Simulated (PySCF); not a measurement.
Compound: cyclopropene, C₃H₄.
Atom-mapped SMILES: `[CH:1]1=[CH:2][CH2:3]1` (hydrogens: H4 on C1; H5 on C2; H6, H7 on C3)

Method used: core-valence-separated Tamm–Dancoff BHandHLYP/aug-pcX-1 (pcseg-1 on H) in PySCF, non-relativistic, gas phase, PBE0-D3(BJ)/def2-SVP geometry. The energies are unshifted.

Problem. What does the C 1s absorption edge look like?

Solution. 
```csv
E (eV),f,core hole on,main final orbital
282.87,0.1193,C1/C2,"LUMO (2 roots, f summed)"
285.42,0.0000,C3,LUMO (94 %)
286.23,0.0046,C3,LUMO+3 (44 %)
286.23,0.0215,C1/C2,"LUMO+1 (2 roots, f summed)"
286.57,0.0265,C3,LUMO+1 (48 %)
286.77,0.0278,C3,LUMO+4 (78 %)
287.07,0.0053,C1/C2,"LUMO+2 (2 roots, f summed)"
287.26,0.0003,C1/C2,LUMO+3 (44 %)
287.27,0.0240,C1/C2 + C3,"LUMO+3 (2 roots, f summed)"
287.50,0.0302,C3,LUMO+1 (41 %)
287.55,0.0000,C1/C2,LUMO+4 (87 %)
```

The first line with a tenth or more of the strongest one's intensity is at 282.87 eV (f = 0.119, sum of 2), with the hole on C1/C2 (alkene CH carbon). It is also the strongest listed.

Roots within 0.03 eV whose holes lie on the same, on equivalent or on shared atoms are summed into one line, and the highest roots are left out, as the search may have cut off their partners. Final orbitals are the ground state's empty Kohn–Sham orbitals.

Problem. What are the wavelength and the wavenumber of the 287.27 eV line?

Solution. λ = 12398.42 eV Å/287.27 eV = 43.159 Å; 2.3170 × 10⁶ cm⁻¹.

The ionisation thresholds weren't computed; near and above them a finite basis only mimics Rydberg series and continuum.

The run took about 6 s of CPU time (one thread, shared machine).
